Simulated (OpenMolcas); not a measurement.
**C2H4Si (SMILES C=C[SiH]): a chain of runs**

Wanted: the energy (triplet C2H4Si, UHF/ANO-RCC-MB), then the energy (triplet C2H4Si, CASSCF(2,2)/ANO-RCC-VTZP), then a single-point energy (triplet C2H4Si, PC-NEVPT2(2,2)/ANO-RCC-VTZP), then energy and forces (triplet C2H4Si, CASSCF(2,2)/ANO-RCC-VTZP) of C2H4Si. 

Program for the calculation: OpenMolcas 26.06.

1 further run of the same task is left out (it didn't finish).

## (1) The structure to begin with

The species is C2H4Si (7 atoms), meant as a triplet with charge 0. As SMILES, `C=C[SiH]`. The coordinates come from a GFN2-xTB relaxation.

Bond lengths: C1–C2 1.348 Å, C2–Si3 1.831 Å, C1–H4 1.077 Å, C1–H5 1.077 Å, C2–H6 1.083 Å, Si3–H7 1.462 Å. Angles: C1–C2–Si3 124.2°, C1–C2–H6 118.4°, Si3–C2–H6 117.4°, C2–C1–H4 122.1°, C2–C1–H5 121.5°, C2–Si3–H7 123.4°, H4–C1–H5 116.4°.

## (2) A single-point energy at UHF/ANO-RCC-MB (DKH2) (run 1)

Contents of step1.inp:

```
* C2H4Si Hartree-Fock
>>> EXPORT MOLCAS_PRINT=2
&GATEWAY
XBAS
C.ANO-RCC-MB
Si.ANO-RCC-MB
H.ANO-RCC-MB
End of Basis
ZMAT
C1
C2 1 1.348163
Si3 2 1.830927 1 124.21147
H4 1 1.077349 2 122.1167 3 -0.05956
H5 1 1.077154 4 116.36423 2 179.9008
H6 2 1.083256 1 118.3767 5 0.04742
H7 3 1.4623 2 123.41449 6 179.9835
End of ZMAT
&SEWARD
Relativistic = R02E00
&SCF
UHF
Spin = 3
PrOrbitals = 1 1
```

Started as:

```bash
export MOLCAS_MEM=1860
pymolcas step1.inp > step1.log
```

The log of the run (excerpt; [...] marks lines left out):

```text
--- Start Module: gateway ---
[...]
--- Stop Module: gateway /rc=_RC_ALL_IS_WELL_ ---
--- Start Module: seward ---
[...]
      Basis functions           23
--- Stop Module: seward /rc=_RC_ALL_IS_WELL_ ---
[...]
--- Start Module: scf ---
[...]
       Convergence after  22 Iterations
[...]
::    Total SCF energy                               -367.4026769827
[...]
      Total spin, S                                     1.0815291838
[...]
      Total electronic charge=   30.000000
      Total            charge=   -0.000000
[...]
      Dipole Moment (debye):
      Origin of the operator (angstrom)=    0.7906    0.0000    1.5223
                   X= -1.6397E-01               Y=  1.0306E-03               Z=  5.2479E-01           Total=  5.4981E-01
      Quadrupole Moment (debye*angstrom):
[...]
--- Stop Module: scf /rc=_RC_ALL_IS_WELL_ ---
[...]
```

Run time: 2.8 s. Hardware: 1 thread of Arm Neoverse V1, shared host; peak memory 0.38 GiB.

## (3) The energy at CASSCF(2,2)/ANO-RCC-VTZP (DKH2, RICD fitting) (run 2)

Contents of step2.inp:

```
&GATEWAY
  XBAS
  C.ANO-RCC-MB
  Si.ANO-RCC-MB
  H.ANO-RCC-MB
  End of Basis
  ZMAT
  C1
  C2 1 1.348163
  Si3 2 1.830927 1 124.21147
  H4 1 1.077349 2 122.1167 3 -0.05956
  H5 1 1.077154 4 116.36423 2 179.9008
  H6 2 1.083256 1 118.3767 5 0.04742
  H7 3 1.4623 2 123.41449 6 179.9835
  End of ZMAT

&SEWARD
  Relativistic
  R02E00

&RASSCF
  FileOrb
  $CurrDir/step1.UnaOrb
  Spin
  3
  Nactel
  2 0 0
  Inactive
  14
  Ras2
  2
  OrbListing
  Nothing
>>> COPY $Project.RunFile RUNFIL1
>>> COPY $Project.RasOrb INPORB

&GATEWAY
  XBAS
  C.ANO-RCC-VTZP
  Si.ANO-RCC-VTZP
  H.ANO-RCC-VTZP
  End of Basis
  ZMAT
  C1
  C2 1 1.348163
  Si3 2 1.830927 1 124.21147
  H4 1 1.077349 2 122.1167 3 -0.05956
  H5 1 1.077154 4 116.36423 2 179.9008
  H6 2 1.083256 1 118.3767 5 0.04742
  H7 3 1.4623 2 123.41449 6 179.9835
  End of ZMAT
  RICD

&SEWARD
  Relativistic
  R02E00
>>> COPY $Project.RunFile RUNFIL2

&EXPBAS

&RASSCF
  FileOrb
  $Project.ExpOrb
  Spin
  3
  Nactel
  2 0 0
  Inactive
  14
  Ras2
  2
  OrbListing
  Few
  OrbAppear
  Compact
```

Started as:

```bash
export MOLCAS_MEM=1860
pymolcas step2.inp > step2.log
```

The log of the run (excerpt; [...] marks lines left out):

```text
--- Start Module: gateway ---
[...]
--- Stop Module: gateway /rc=_RC_ALL_IS_WELL_ ---
[...]
      Basis functions           23
[...]
      Number of active orbitals                  2
[...]
      Spin quantum number                      1.0
[...]
      Active orbitals                            2
[...]
      Number of CSFs                             1
[...]
      Number of root(s) required                 1
[...]
      Convergence after 10 iterations
[...]
      printout of CI-coefficients larger than  0.05 for root  1
      energy=    -367.389982
      conf/sym  11     Coeff  Weight
             1  uu   1.00000 1.00000
      Natural orbitals and occupation numbers for root  1
      sym 1:   1.000000   1.000000
      ************************************************************************************************************************
      *                                                    Final results                                                     *
[...]
::    RASSCF root number  1 Total energy:   -367.38998248
[...]
      Basis functions          150
[...]
--- Start Module: expbas ---
[...]
--- Stop Module: expbas /rc=_RC_ALL_IS_WELL_ ---
--- Start Module: rasscf ---
[...]
      Convergence after 13 iterations
[...]
      Natural orbitals and occupation numbers for root  1
      sym 1:   1.000000   1.000000
      ************************************************************************************************************************
      *                                                    Final results                                                     *
[...]
::    RASSCF root number  1 Total energy:   -367.57166526
[...]
      Total electronic charge=   30.000000
      Total            charge=   -0.000000
[...]
      Dipole Moment (debye):
      Origin of the operator (angstrom)=    0.7906    0.0000    1.5223
                   X= -5.0567E-01               Y=  1.1379E-03               Z= -6.0229E-01           Total=  7.8642E-01
      Quadrupole Moment (debye*angstrom):
[...]
--- Stop Module: rasscf /rc=_RC_ALL_IS_WELL_ ---
[...]
```

Wall time 23 s (1 thread of Arm Neoverse V1, shared host); peak memory 0.38 GiB.

## (4) The distorted shape: a single-point energy at PC-NEVPT2(2,2)/ANO-RCC-VTZP (DKH2, RICD fitting, pt2 variant PC-NEVPT2) (run 3)

Contents of step3.inp:

```
>>> EXPORT MOLCAS_PRINT=2

&GATEWAY
  COORD
  7
  angstrom
  C       -0.974875       1.508218       0.476164
  C       -0.353615       1.498888       1.672614
  Si       0.900525       0.261828       2.171724
  H       -0.458220      -0.333550      -1.419980
  H       -1.706735       2.258428       0.227514
  H       -0.607235       2.269508       2.390434
  H        1.340185      -0.832912       1.307684
  BASIS=ANO-RCC-VTZP
  GROUP=NoSym
  RICD

&SEWARD

&RASSCF
  FILEORB=$CurrDir/step2.RasOrb
  SPIN=3
  NACTEL=2 0 0
  INACTIVE=14
  RAS2=2
  ORBLISTING=Few
  ORBAPPEAR=Compact

&CASPT2
  PC-NEVPT2
```

Started as:

```bash
export MOLCAS_MEM=1860
pymolcas step3.inp > step3.log
```

The log of the run:

```text
--- Start Module: gateway ---

                                              &GATEWAY

                       available to each process: 1.9 GB of memory, 1 thread

++    Symmetry information:
      ---------------------

                    Character Table for C1

                             E
                    a        1  x, y, xy, Rz, z, xz, Ry, yz, Rx, I
--

++    Basis set information:
      ----------------------

      Basis set label: C.ANO-RCC...4S3P2D1F.

      Electronic valence basis set:
      ------------------
      Associated Effective Charge   6.000000 au
      Associated Actual Charge      6.000000 au
      Nuclear Model: Point charge

      Shell  nPrim  nBasis  Cartesian Spherical Contaminant
         s      14       4        X
         p       9       3        X
         d       4       2                 X
         f       3       1                 X

      Basis set label: SI.ANO-RCC...5S4P2D1F.

      Electronic valence basis set:
      ------------------
      Associated Effective Charge  14.000000 au
      Associated Actual Charge     14.000000 au
      Nuclear Model: Point charge

      Shell  nPrim  nBasis  Cartesian Spherical Contaminant
         s      17       5        X
         p      12       4        X
         d       5       2                 X
         f       4       1                 X

      Basis set label: H.ANO-RCC...3S2P1D.

      Electronic valence basis set:
      ------------------
      Associated Effective Charge   1.000000 au
      Associated Actual Charge      1.000000 au
      Nuclear Model: Point charge

      Shell  nPrim  nBasis  Cartesian Spherical Contaminant
         s       8       3        X
         p       4       2        X
         d       3       1                 X
--

++    Molecular structure info:
      -------------------------

                    ************************************************
                    **** Cartesian Coordinates / bohr, angstrom ****
                    ************************************************

     Center  Label                x              y              z                     x              y              z
        1      C1              -1.842247       2.850119       0.899820             -0.974875       1.508218       0.476164
        2      C2              -0.668236       2.832488       3.160782             -0.353615       1.498888       1.672614
        3      SI3              1.701746       0.494783       4.103964              0.900525       0.261828       2.171724
        4      H4              -0.865910      -0.630318      -2.683373             -0.458220      -0.333550      -1.419980
        5      H5              -3.225262       4.267810       0.429939             -1.706735       2.258428       0.227514
        6      H6              -1.147508       4.288749       4.517266             -0.607235       2.269508       2.390434
        7      H7               2.532583      -1.573976       2.471165              1.340185      -0.832912       1.307684

                    ***************************************
                    *    InterNuclear Distances / bohr    *
                    ***************************************

               1 C1            2 C2            3 SI3           4 H4            5 H5            6 H6
    1 C1       0.000000
    2 C2       2.547659        0.000000
    3 SI3      5.326728        3.459951        0.000000
    4 H4       5.089788        6.795900        7.343477        0.000000
    5 H5       2.035526        4.006999        7.211768        6.265055        0.000000
    6 H6       3.954521        2.047057        4.762692        8.725005        4.585165        0.000000
    7 H7       6.417232        5.489784        2.763347        6.245759        8.452564        7.218111

               7 H7
    7 H7       0.000000

                    *******************************************
                    *    InterNuclear Distances / angstrom    *
                    *******************************************

               1 C1            2 C2            3 SI3           4 H4            5 H5            6 H6
    1 C1       0.000000
    2 C2       1.348163        0.000000
    3 SI3      2.818783        1.830927        0.000000
    4 H4       2.693400        3.596235        3.886001        0.000000
    5 H5       1.077154        2.120412        3.816303        3.315324        0.000000
    6 H6       2.092642        1.083256        2.520308        4.617074        2.426365        0.000000
    7 H7       3.395853        2.905069        1.462300        3.305113        4.472904        3.819660

               7 H7
    7 H7       0.000000

                    **************************************
                    *    Valence Bond Angles / degree    *
                    **************************************
                          Atom centers                 Phi
                      2 C2       1 C1       5 H5       121.52
                      1 C1       2 C2       6 H6       118.38

           ***************************************************************
           *              Valence Dihedral Angles / degree               *
           ***************************************************************
                    Atom centers                       Phi1     Phi2     Theta
           5 H5       1 C1       2 C2       6 H6        121.52   118.38     0.05
--

            Nuclear Potential Energy             79.92373417 au

--- Stop Module: gateway /rc=_RC_ALL_IS_WELL_ ---
--- Module gateway spent 1 second ---

--- Start Module: seward ---

                                              &SEWARD

[... 57 lines left out ...]
      Nuclear repulsion energy =   79.92373417
[... 67 lines left out ...]
                                         RASSCF iterations: Energy and convergence statistics
[... 9 lines left out ...]
      Convergence after 21 iterations
[... 7 lines left out ...]
      Note: transformation to natural orbitals
[... 2 lines left out ...]
      printout of CI-coefficients larger than  0.05 for root  1
      energy=    -367.320994
      conf/sym  11     Coeff  Weight
[... 2 lines left out ...]
      Natural orbitals and occupation numbers for root  1
[... 3 lines left out ...]
      *                                                    Final results                                                     *
[... 2 lines left out ...]
++    Final optimization conditions:
[... 3 lines left out ...]
      RASSCF energy for state  1                   -367.32099442
[... 9 lines left out ...]
      Final state energy(ies):
[... 2 lines left out ...]
::    RASSCF root number  1 Total energy:   -367.32099442
[... 44 lines left out ...]
      Von Neumann Entropy (Root   1) =  1.00000
[... 17 lines left out ...]
      Total electronic charge=   30.000000

      Total            charge=   -0.000000
--

      Expectation values of various properties for root number:  1
      -----------------------------------------------------------

++    Molecular properties:
      ---------------------

      Charge (e):
                      =   -0.0000
      Dipole Moment (debye):
      Origin of the operator (angstrom)=    0.1394    0.8356    1.5903
                   X= -3.4444E-01               Y=  1.7607E+00               Z=  2.0986E+00           Total=  2.7609E+00
      Quadrupole Moment (debye*angstrom):
      Origin of the operator (angstrom)=    0.1394    0.8356    1.5903
                  XX= -2.8357E+01              XY= -4.1635E+00              XZ= -4.4524E-01              YY= -2.6915E+01
                  YZ= -9.3034E-01              ZZ= -3.3823E+01
      In traceless form (debye*angstrom)
                  XX=  2.0124E+00              XY= -6.2453E+00              XZ= -6.6785E-01              YY=  4.1743E+00
                  YZ= -1.3955E+00              ZZ= -6.1866E+00
--

      Mulliken spin population analysis for root number:  1
      ---------------------------------------------------

++    Molecular charges:
      ------------------

      Mulliken spin population per centre and basis function type
      ---------------------------------------------------

                C1      C2      SI3     H4      H5      H6      H7
      1s      -0.0000  0.0000 -0.0000  0.0068  0.0021 -0.0002  0.0323
      2s       0.0022  0.0060  0.0002 -0.0003 -0.0004  0.0004  0.0033
      2px      0.0369  0.0056  0.0000  0.0000  0.0015 -0.0001  0.0048
[... 31 lines of this table left out ...]
      Total    0.0694  0.0521  1.8095  0.0064  0.0056 -0.0007  0.0576

      Total electronic spin=    2.000000
--

      LoProp population analysis for root number:  1
      -----------------------------------------------

++    LoProp analysis:
      ----------------

++    Static properties:
      ------------------

      LoProp Charges per center

                   C1       C2       SI3      H4       H5       H6       H7
      Nuclear      6.0000   6.0000  14.0000   1.0000   1.0000   1.0000   1.0000
      Electronic  -6.0927  -6.3365 -13.6540  -1.1575  -0.8364  -0.8485  -1.0743

      Total       -0.0927  -0.3365   0.3460  -0.1575   0.1636   0.1515  -0.0743
--

      Natural Bond Order analysis for root number:  1

++    Natural Bond Order analysis
      ---------------------------
      Based on LoProp computed density
      -------------------------------------------------------------------------------------
      Atom A       Atom B       Bond Order
      -------------------------------------------------------------------------------------
      NBO located      0.998 non-bonded electrons on atom C1
      NBO located      0.989 non-bonded electrons on atom C2
      NBO located      1.007 non-bonded electrons on atom SI3
      NBO located      1.001 non-bonded electrons on atom SI3
      NBO located      1.000 non-bonded electrons on atom SI3
      NBO located      1.000 non-bonded electrons on atom SI3
      NBO located      1.000 non-bonded electrons on atom SI3
      The remaining   10.002 electrons are to be considered as diffuse
--

--

      Average orbitals are written to the RASORB file
      Natural orbitals for root   1 are written to the RASORB.1 file
      Spin density orbitals for root   1 are written to the SPDORB.1 file

--- Stop Module: rasscf /rc=_RC_ALL_IS_WELL_ ---
--- Module rasscf spent 19 seconds ---

--- Start Module: caspt2 ---

                                              &CASPT2

                       available to each process: 1.9 GB of memory, 1 thread

++    Wave function specifications:
      -----------------------------

      Number of closed shell electrons          20
      Number of electrons in active shells       2
      Max number of holes in RAS1 space          0
      Max number of electrons in RAS3 space      0
      Number of inactive orbitals               10
      Number of active orbitals                  2
      Number of secondary orbitals             134
      Spin quantum number                      1.0
      State symmetry                             1
      Number of CSFs                             1
      Number of CASSCF root(s) available         1
      NEVPT2 state passed to geometry opt.       1
      A file JOBMIX will be created
      This is a high spin open shell RHF reference function
--

++    Orbital specifications:
      -----------------------

      Symmetry species                           1
                                                 a
      Frozen orbitals                            4
      Inactive orbitals                         10
      Active orbitals                            2
      Secondary orbitals                       134
      Deleted orbitals                           0
      Number of basis functions                150
--

++    NEVPT2 specifications:
      ----------------------

      Type of calculation                        SS-NEVPT2
      Internal contraction for energies          partially and strongly contracted
                                                 (PC-NEVPT2 and SC-NEVPT2)
      Denominator threshold for SC-NEVPT2        1.00E-09
      Fock operator                              state-specific
      0th-order Hamiltonian                      DYALL
      IPEA shift                                 0.00
      Real shift                                 0.00
      Imaginary shift                            0.00
      The input orbitals will be transformed to quasi-canonical
--

--------------------------------------------------------------------------------
 Estimated memory requirements:
  POLY3 :                   250042
  RHS:                     1330214
  SIGMA :                  1244950
  PRPCTL:                        0
 Available workspace:    232470656

++ NEVPT2 computation for group   1

********************************************************************************
 Multi-State initialization phase begins for group   1
--------------------------------------------------------------------------------
********************************************************************************
 Compute H0 matrices for state    1
--------------------------------------------------------------------------------
--------------------------------------------------------------------------------
 H0 matrices have been computed.

********************************************************************************
  NEVPT2 EQUATION SOLUTION
--------------------------------------------------------------------------------
 ###############################################################################
 ###    Location: AixRd                                                      ###
 ###    File: LUCIEX                                                         ###
 ###    Premature abort while reading buffer from disk                       ###
 ###    End of file reached                                                  ###
 ###############################################################################

--- Stop Module: caspt2 /rc=-6 ---
--- Module caspt2 spent 2 seconds ---

.########################.
.# Non-zero return code #.
.########################.

    Timing: Wall=29.80 User=28.65 System=1.13
```

Run time: 30 s. Hardware: 1 thread of Arm Neoverse V1, shared host; peak memory 0.29 GiB.

The run ended with an error.

[end of part 1 of 2]
